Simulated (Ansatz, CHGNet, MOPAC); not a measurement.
**Rock-salt KF, elastic constant C11**

Reference value: 75.8 GPa (measured, 4 K, zero-point motion not removed; as tabulated in Harker's crystal data pages).

Question: What do PM6 semi-empirical Hartree-Fock (MOPAC), CHGNet-r²SCAN, LDA, PBE, r²SCAN, HSE06 give, and how far is each from the reference?

Answer: 
```
level (code)                             value (GPa)  cell (Å³/atom)  difference (%)
---------------------------------------  -----------  --------------  --------------
PM6 semi-empirical Hartree-Fock (MOPAC)          225           15.86            +197
CHGNet-r²SCAN                                   61.1           19.18           -19.4
LDA (Ansatz)                                    96.3           17.20             +27
PBE (Ansatz)                                    58.7           19.91             -23
r²SCAN (Ansatz)                                 76.9           18.81            +1.5
HSE06 (Ansatz)                                  65.1           19.35           -14.1
```

Of the ranked levels r²SCAN (+1.5 %) comes nearest. Among them PM6 semi-empirical Hartree-Fock (MOPAC) (+197 %) misses by most.

The reference isn't brought to a static lattice, while the calculations are for one, so the differences are not the levels' errors alone.  PM6 semi-empirical Hartree-Fock (MOPAC): the method was fitted mainly to molecules. PM6 semi-empirical Hartree-Fock (MOPAC): the run uses a supercell at the zone centre in place of a k mesh. Each level is taken at its own relaxed cell. Cutoffs differ between the levels. Ansatz's density-functional and Hartree–Fock values are scalar-relativistic unless marked +SOC, with PAW data made under PBE.

Machine-learned potentials (CHGNet-r²SCAN) are trained on DFT data: a solid inside that data is no test of them.

Differences are worked out from the printed values.

Ansatz is a first-principles code.
